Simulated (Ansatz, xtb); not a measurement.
# Relaxing a trial structure of BH3P2

The starting geometry of this gas-phase singlet has its atoms placed at random.

```xyz
6

B     0.0086    1.0115   -1.5844
P    -0.5501   -1.3140    0.4796
P    -0.4009    1.4733    0.1636
H    -1.1335    1.0429   -1.4939
H     0.8400    0.4542   -0.5603
H    -0.1811   -0.1997    0.4974
```

Problem. One run relaxed it with r2SCAN-D4/def2-SVP. What is a likely outcome?

Solution. It ends as a structure given below by its coordinates. Distances that change by over a tenth: B1–H5 (1.43 → 1.21 Å), P2–H6 (1.17 → 1.44 Å), P3–H5 (1.76 → 2.67 Å). Contacts that open: P3–H6 (1.72 → 2.63 Å). Contacts that close: P2–P3 (2.81 → 2.06 Å).

The energy falls by 9.30 eV over 31 steps:

| step | E − E(last) (eV) |
| --- | --- |
| 1 | 9.296 |
| 4 | 4.752 |
| 8 | 1.026 |
| 11 | 0.563 |
| 14 | 0.556 |
| 18 | 0.152 |
| 21 | 0.018 |
| 24 | 0.005 |
| 28 | 0.001 |
| 31 | 0.000 |

Final geometry (Å):

```xyz
6

B    -0.0612    0.9797   -1.4263
P    -0.7708   -0.6831    0.5649
P    -0.1575    1.2768    0.4464
H    -0.9663    0.5112   -2.0723
H     0.9883    1.2398   -1.9695
H    -0.4496   -0.8560    1.9588
```

From the same start GFN2-xTB reaches the same bonding as this run.

From so rough a start the end depends on the optimiser's path, so another program may land elsewhere. No frequencies were run, so the end isn't proven a minimum. Run with Ansatz 0.2.0, 67 s on 1 thread of Arm Neoverse V2 (shared host).
